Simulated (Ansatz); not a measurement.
Geometry optimisation, Ansatz, RKS PBE-D4/def2-SVP.

Input:

```yaml
crystal:
  periodic: [false, false, false]
  atoms:
    - { symbol: O, position_ang: [0.3752, -1.84676, 1.20956] }
    - { symbol: C, position_ang: [0.14716, -0.80403, 0.58053] }
    - { symbol: C, position_ang: [-0.25708, 0.33311, 0.33346] }
    - { symbol: O, position_ang: [-0.33651, 1.33334, -0.66206] }
    - { symbol: H, position_ang: [-0.7772, 2.09726, -0.2756] }
total_charge: -1
basis:
  gaussian: { orbitals: def2-SVP }
hamiltonian:
  xc: pbe
  dispersion: d4
relax:
  f_tol: 0.015
  max_steps: 40
```

Launched with:

```bash
$ ansatz run input.yaml --threads 1 --pin off --max-ram 2048MiB --backend cpu --events-out ev --progress --plain --runs-dir out
```

**Question.** Where does it end, and by what steps?

**Answer.** The run converged. Limits of this set-up: an anion without diffuse functions, the dipole of an ion depends on the origin. After 6 steps the energy has fallen by 0.230 eV; C3 moved furthest, 0.16 Å.

```
step  energy less start (eV)  largest force component (eV/Å)  accepted
   0                  0.0000                           4.601       yes
   1                 -0.1638                           0.777       yes
   2                 -0.2069                           0.384       yes
   3                 -0.2259                           0.332       yes
   4                 -0.2280                           0.220       yes
   5                 -0.2300                           0.136       yes
   6                 -0.2302                           0.007       yes
```

```xyz
5
Properties=species:S:1:pos:R:3
O 0.427 -1.888 1.099
C 0.111 -0.779 0.653
C -0.328 0.420 0.452
O -0.306 1.284 -0.677
H -0.753 2.076 -0.342
```

Whether the end is a true minimum wasn't checked by a vibrational analysis.

The run took 6.8 s on 1 thread of Arm Neoverse V2, on a shared host, peak memory 0.1 GiB.
